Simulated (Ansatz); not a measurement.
Results of PBEsol in Ansatz (PAW) for bcc V.

Settings: plane-wave cutoff 500 eV, 18×18×1 k mesh (along the axes of the cell as run), Fermi–Dirac smearing 0.1 eV, scalar-relativistic PAW data made under PBE.

Task: Predict the surface energy of the (111) face and work function of the (111) face.

Result: 
- surface energy of the (111) face: 3.01 J/m²
- work function of the (111) face: 3.93 eV

The slab of 18 atoms is relaxed and unreconstructed.

Computed values are for the static lattice.

The result took around 40 core-minutes (rough).

Ansatz is a quantum-chemistry and plane-wave program.
